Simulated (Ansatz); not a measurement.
Reaction (isomerisation): `C/C(=C/F)CO` → `CO/C(C)=C\F`

Computed with Ansatz on PBE0-D4/def2-TZVP structures; ΔE is electronic, products minus reactants. CCSD(T)/CBS adds triple-zeta CCSD(T) − MP2 to the extrapolated MP2 energy (def2 sets, frozen cores). Double bonds are as drawn, so ΔE can hold a change between cis and trans. DFT in def2-TZVPP. B3LYP here is the variant with VWN-RPA as its local correlation; programs differ in this. Each species was taken in one conformer, which may not be the lowest.

`C/C(=C/F)CO`:

Cartesian coordinates in Å:
```
C 1.153 -0.305 0.917
C 0.220 0.220 -0.124
C 0.299 1.481 -0.521
F -0.519 2.005 -1.449
C -0.808 -0.724 -0.672
O -1.686 -1.198 0.334
H 1.815 0.473 1.301
H 1.772 -1.110 0.508
H 0.592 -0.729 1.753
H 1.015 2.208 -0.155
H -0.312 -1.615 -1.067
H -1.359 -0.257 -1.494
H -2.180 -0.445 0.669
```

`CO/C(C)=C\F`:

Z-matrix (Å, degrees):
```
C
O 1 1.416
H 1 1.092 2 111.4
H 1 1.092 2 111.4 3 -122.2
H 1 1.089 2 105.7 3 118.9
C 2 1.348 1 119.9 3 61.6
C 6 1.333 2 129.1 1 -0.8
C 6 1.490 2 111.0 1 179.2
F 7 1.349 6 125.2 2 -0.1
H 7 1.080 6 121.9 2 180.0
H 8 1.089 6 111.3 2 179.9
H 8 1.093 6 110.1 2 -59.4
H 8 1.093 6 110.1 2 59.1
```

```json
{"level": "PBE-D4", "ΔE (kJ/mol)": "33.6"}
{"level": "r2SCAN", "ΔE (kJ/mol)": "32.5"}
{"level": "PBE0", "ΔE (kJ/mol)": "35.9"}
{"level": "B3LYP", "ΔE (kJ/mol)": "31.0"}
```

What does CCSD(T)/CBS give? (Estimate.)

The calculation gave: +40.8 kJ/mol. The listed levels differ from it by -7.2, -8.3, -4.9, -9.8 kJ/mol.

Largest T1 diagnostic among the species: 0.012.

In def2-TZVPP, CCSD(T) changes the Hartree–Fock value by +6.6 kJ/mol (the triples alone add −0.4 kJ/mol) and MP2 by +10.2 kJ/mol.
